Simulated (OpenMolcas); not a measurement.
Potential curves of SH⁻: spin–orbit levels

Computed with OpenMolcas 26.06: state-averaged CASSCF(6,4) over S 3p, H 1s, XMS-CASPT2 (IPEA 0.25, imaginary shift 0.2 hartree), scalar X2C, ANO-RCC-VTZP, then RASSI spin–orbit state interaction with atomic mean-field integrals. C2 symmetry about the axis (a holds Σ, Δ, Γ; b holds Π, Φ, H; Σ⁺ and Σ⁻ are not told apart); roots by multiplicity and irrep: 1a 4, 3b 2, 1b 2, 3a 2.

XMS-CASPT2 energies with spin–orbit state interaction in eV from the lowest point. Curves are followed by energy order within each symmetry, so they are adiabatic and may change character at avoided crossings; for Ω = 0 the + and − levels are counted together.

```
R (Å)  (1)Ω=0  (1)Ω=2  (1)Ω=1  (2)Ω=0  (3)Ω=0  (2)Ω=1  (4)Ω=0  (3)Ω=1  (4)Ω=1
1.173   0.534   4.207   4.225   4.250   4.250   4.357   8.166   8.166  10.145
1.241   0.168   3.809   3.827   3.851   3.851   3.975   7.668   7.668   9.614
1.303   0.020   3.640   3.658   3.682   3.682   3.816   7.363   7.363   9.246
1.364   0.000   3.580   3.598   3.623   3.623   3.773   7.140   7.140   8.928
1.432   0.087   3.597   3.615   3.639   3.639   3.803   6.938   6.938   8.604
1.500   0.254   3.656   3.675   3.698   3.698   3.897   6.741   6.741   8.313
1.596   0.570   3.751   3.770   3.793   3.793   4.056   6.437   6.437   7.976
1.719   1.015   3.826   3.845   3.867   3.867   4.207   6.015   6.015   7.648
1.910   1.786   3.899   3.918   3.939   3.939   4.308   5.434   5.434   7.230
2.182   2.680   4.004   4.023   4.043   4.044   4.335   4.898   4.898   6.733
2.592   3.591   4.141   4.157   4.177   4.180   4.308   4.546   4.547   6.261
3.137   4.187   4.230   4.241   4.264   4.276   4.300   4.428   4.429   5.996
```

With masses 31.972 and 1.008 u, fit the curves (1)Ω=0, (1)Ω=2, (1)Ω=1, (2)Ω=0, (3)Ω=0 near their minima.

At XMS-CASPT2 with spin–orbit state interaction, Te from the lowest curve (the fit fixes ωe to a per cent or two; the method's Re and ωe can be off by some per cent):

| curve | Te (cm⁻¹) | Re (Å) | ωe (cm⁻¹) |
| --- | --- | --- | --- |
| (1)Ω=0 | 0 | 1.344 | 2761.6 |
| (1)Ω=2 | 28900 | 1.381 | 2099.9 |
| (1)Ω=1 | 29050 | 1.381 | 2105.5 |
| (2)Ω=0 | 29240 | 1.381 | 2098.8 |
| (3)Ω=0 | 29250 | 1.381 | 2098.9 |

The 9 lowest clean curves are shown; the next is (2)Ω=2, from 7.07 eV. Left out for impure symmetry, kinks or missing points, though low: (5)Ω=0, (6)Ω=0. Only roots inside an energy window near the equilibrium distance were included, so the list of states is not complete; labels number the states computed. Each spin and symmetry block has orbitals of its own, averaged over its own roots, so gaps between blocks are less sure than gaps within one and near the minimum can be off by tenths of an eV, in bad cases by more. No Rydberg orbitals are active, so Rydberg states, and σ→σ* states whose orbital the CASSCF left unused, can be missing between those listed. CASPT2 splits the two components of degenerate states numerically, here by up to 17 cm⁻¹. For an anion, states above the electron-detachment threshold (often below 1 to 3 eV) are held by the basis set and are not bound levels. At stretched bonds a block can hold a wrong CASSCF solution and miss its lowest state; points past a visible jump are left out. The CASPT2 reference weights are uneven, so some states carry less reliable energies. Points that failed a check (symmetry, reference weights, a jump) are left out.
